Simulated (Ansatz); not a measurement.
**[H···H···BH2], doublet: transfer scan**

All five atoms lie in one plane.

Starting geometry:

```yaml
atoms:
  - { symbol: H, position_ang: [-1.9803, 0.0000, 0.0000] }
  - { symbol: H, position_ang: [-1.2353, 0.0000, 0.0000] }
  - { symbol: B, position_ang: [0.1727, 0.0000, 0.0000] }
  - { symbol: H, position_ang: [0.6818, 0.0000, 1.0770] }
  - { symbol: H, position_ang: [0.6818, 0.0000, -1.0770] }
```

From there H2 is moved from one fragment to the other while all else, the fragments' distance too, stays fixed; atoms are numbered as listed. Energies are in kJ/mol, counted from the starting geometry at the same level.

Basis 6-31G; Ansatz 0.2.0. Correlated methods freeze the noble-gas cores. R marks a restricted (for open shells ROHF) determinant, U an unrestricted one. Active spaces: valence = (7e, 8o) chosen from the atoms' valence shells.

HF rows are the lowest solutions found. Coupled cluster chose its determinant by trial CCSD, here up to 0.14 eV above the lowest Hartree–Fock solution of its kind, and MP2 stands on that determinant too. Runs in a small pair space aren't shown, since their orbitals change along the scan. A value is left out where its run failed or describes another state than the reference as far as symmetry and spin tell, or, spin-broken singlets apart, can't be checked. The reference follows the lowest state, whose symmetry changes from B1 to A1 between 0.693 and 0.745.

Full CI is exact within this basis and frozen core; it isn't the basis-set limit. The frozen core follows each run's orbitals, which can shift R against U totals by a few meV.

```tsv
distance H1-H2 (Å)	full CI	unpaired electrons (full CI)	error RHF	error UHF	error RMP2	error CASSCF (valence space)	error NEVPT2 (valence space)	error MRCISD (valence space)
0.693	11.7	1.02	–	–	7.5	–	–	–
0.745	0.0	1.02	0.0	0.0	0.0	0.0	0.0	0.0
0.779	-5.6	1.02	1.3	0.0	-0.6	-0.2	-0.4	0.0
0.813	-9.7	1.02	1.1	-0.5	-1.3	-0.4	-0.8	-0.1
0.847	-12.9	1.02	-0.4	-1.5	-1.9	-0.8	-1.1	-0.1
0.881	-15.2	1.02	-3.2	-3.0	-2.6	-1.2	-1.3	-0.1
0.915	-16.6	1.02	-6.8	-4.9	-3.3	-1.7	-1.5	-0.1
0.949	-16.8	1.01	-10.8	-7.0	-4.3	-2.2	-1.6	-0.1
0.983	-15.3	1.01	-14.9	-9.3	-5.4	-2.7	-1.7	-0.1
```

Unpaired electrons are Σ n²(2−n)² over natural occupations. Errors are those of relative energies. In total energy the starting point itself misses full CI by: RHF 229.9, UHF 213.9, RMP2 58.4, CASSCF (valence space) 77.7, NEVPT2 (valence space) 21.7, MRCISD (valence space) 1.8 kJ/mol.

Spread of the error over the points with a reference, to 0.983 Å (largest less smallest): MRCISD (valence space) 0.1 (8 of 9 points), NEVPT2 (valence space) 1.7 (8 of 9 points), CASSCF (valence space) 2.7 (8 of 9 points), UHF 9.4 (8 of 9 points), RMP2 12.8, RHF 16.1 (8 of 9 points) kJ/mol.
